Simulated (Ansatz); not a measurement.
## C₂H₆S, singlet: the ladder up to RCCSDT(Q)

Geometry: MP2(full)/6-31G*, from the G2/97 set.

```json
{"atom": "C", "x (Å)": "0.0000", "y (Å)": "1.3667", "z (Å)": "-0.5855"}
{"atom": "S", "x (Å)": "0.0000", "y (Å)": "0.0000", "z (Å)": "0.5925"}
{"atom": "C", "x (Å)": "0.0000", "y (Å)": "-1.3667", "z (Å)": "-0.5855"}
{"atom": "H", "x (Å)": "0.0000", "y (Å)": "2.2967", "z (Å)": "-0.0145"}
{"atom": "H", "x (Å)": "0.8916", "y (Å)": "1.3457", "z (Å)": "-1.2164"}
{"atom": "H", "x (Å)": "-0.8916", "y (Å)": "1.3457", "z (Å)": "-1.2164"}
{"atom": "H", "x (Å)": "0.0000", "y (Å)": "-2.2967", "z (Å)": "-0.0145"}
{"atom": "H", "x (Å)": "-0.8916", "y (Å)": "-1.3457", "z (Å)": "-1.2164"}
{"atom": "H", "x (Å)": "0.8916", "y (Å)": "-1.3457", "z (Å)": "-1.2164"}
```

Basis 6-31G; Ansatz 0.2.0. Correlated methods freeze the noble-gas cores, which leaves 20 electrons in 36 orbitals. Prefix R: restricted or restricted open-shell reference. Active spaces: frontier = (8e, 8o) about the gap.

Full CI isn't at hand for all of this; RCCSDT(Q) serves as the reference, and is uncertain by about the last step of the cluster series.

- UHF ⟨S²⟩: 0.000
- T1 diagnostic (RCCSD): 0.0070
- largest doubles amplitude (RCCSD): 0.041

| level | E − E(RCCSDT(Q)) (kJ/mol) | share of correlation (%) | wall time |
| --- | --- | --- | --- |
| RHF | 747.3 | 0.00 | – |
| RMP2 | 116.4 | 84.42 | – |
| CISD | 89.1 | 88.08 | 2.1 s |
| RCCSD | 17.0 | 97.72 | – |
| RCCSD(T) | 2.4 | 99.68 | 0.63 s |
| BCCD(T) | 2.3 | 99.69 | 0.82 s |
| RCCSDT | 0.9 | 99.89 | – |
| CASSCF (frontier space) | 545.3 | 27.03 | – |
| NEVPT2 (frontier space) | 96.7 | 87.06 | 10 s |
| MRCISD (frontier space) | 50.3 | 93.26 | – |
| MRCISD+Q (frontier space) | 7.5 | 98.99 | 14 s |

The correlation energy at RCCSDT(Q), counted from RHF, is -7.745 eV. That run took 13 s on 1 thread of AMD EPYC 7R13, shared host.

Times hold each run's SCF and search for its determinant on a shared host, so for small cases they say little of a method's own cost; they ran on 1 thread of AMD EPYC 7R13.

Atomization energy (electronic, same basis, no zero-point term; atoms at the same level, unrestricted beside the R rows where the molecule is a closed shell, with restricted open-shell steps beyond CCSDT(Q)) at RCCSDT(Q): 2716.8 kJ/mol. Errors of other levels:

```csv
level,error (kJ/mol)
RHF,-489.8
RMP2,-28.2
CISD,-84.5
RCCSD,-13.9
RCCSD(T),-1.5
BCCD(T),-1.3
RCCSDT,-0.9
```

This basis is far from its limit, so the value isn't to be set against a measured one. Truncated CI isn't size-consistent, which counts against it in atomization.
